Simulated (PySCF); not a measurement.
# BS at other levels of theory

What do other methods print for BS?

Computed with PySCF 2.14.0. Level: method and basis as typed in the scripts.

## 1. Where the work starts

BS: 2 atoms, charge 0, spin multiplicity 2.

Bond lengths: B1–S2 1.863 Å.

## 2. The base run

input.py reads:

```python
from pyscf import gto, scf, cc

mol = gto.M(
    atom='B 0 0 0; S 0 0 1.863',
    basis='cc-pcvdz',
    charge=0,
    spin=1,
    verbose=4,
)
mf = scf.UHF(mol)
mf.kernel()
mycc = cc.CCSD(mf, frozen=6)
mycc.kernel()
mycc.ccsd_t()
mf.dip_moment()
print('orbital energies (hartree):', [e[max(0, n-3):n+3].round(4) for e, n in zip(mf.mo_energy, mol.nelec)])
```

Started as:

```bash
$ OMP_NUM_THREADS=1 python input.py
```

## 3. Gradient

Run 1 changes step after the SCF: ccsd(t) → gradient.

input.py: that of step 2 with these lines changed.

```diff
@@ -1,2 +1,2 @@
-from pyscf import gto, scf, cc
+from pyscf import gto, scf
 
@@ -11,5 +11,3 @@
 mf.kernel()
-mycc = cc.CCSD(mf, frozen=6)
-mycc.kernel()
-mycc.ccsd_t()
+mf.nuc_grad_method().kernel()
 mf.dip_moment()
```

## 4. Bhandhlyp (UKS)

Run 2 changes functional: none (Hartree–Fock) → bhandhlyp; SCF type: UHF → UKS; step after the SCF: ccsd(t) → analyze.

input.py reads:

```python
from pyscf import gto, dft

mol = gto.M(
    atom='B 0 0 0; S 0 0 1.863',
    basis='cc-pcvdz',
    charge=0,
    spin=1,
    verbose=4,
)
mf = dft.UKS(mol, xc='bhandhlyp')
mf.kernel()
mf.analyze()
print('orbital energies (hartree):', [e[max(0, n-3):n+3].round(4) for e, n in zip(mf.mo_energy, mol.nelec)])
```

## 5. Frozen orbitals none

Run 3 changes frozen orbitals: 6 → none.

input.py: that of step 2 with these lines changed.

```diff
@@ -11,3 +11,3 @@
 mf.kernel()
-mycc = cc.CCSD(mf, frozen=6)
+mycc = cc.CCSD(mf)
 mycc.kernel()
```

## 6. ROHF

Run 4 changes SCF type: UHF → ROHF.

input.py reads:

```python
from pyscf import gto, scf, cc

mol = gto.M(
    atom='B 0 0 0; S 0 0 1.863',
    basis='cc-pcvdz',
    charge=0,
    spin=1,
    verbose=4,
)
mf = scf.ROHF(mol)
mf.kernel()
mycc = cc.CCSD(mf, frozen=6)
mycc.kernel()
mycc.ccsd_t()
mf.dip_moment()
print('orbital energies (hartree):', mf.mo_energy[..., max(0, mol.nelec[1]-3):mol.nelec[0]+3].round(4))
```

What does the calculation give? Wanted: for each run, E(SCF); from base; gap, α spin; SCF dipole; after the SCF.

As calculated:

```csv
run,E(SCF) (hartree),from base (eV),cycles,"gap, α spin (eV)",SCF dipole (D),after the SCF
base,-422.134703,0,17,10.78,2.27,"CCSD(T) correlation -6.082 eV, core frozen"
gradient,-422.134703,0.0000,17,10.78,2.27,n/a
bhandhlyp (UKS),-422.927676,not comparable,13,7.56,1.77,n/a
frozen orbitals none,-422.134703,0.0000,17,10.78,2.27,CCSD(T) correlation -12.812 eV
ROHF,-422.129950,+0.1293,12,n/a,2.60,"CCSD(T) correlation -6.226 eV, core frozen"
```

What this shows: A lower total energy from another functional means nothing by itself. The dearest run is “frozen orbitals none”, at 14 s against 2.8 s.
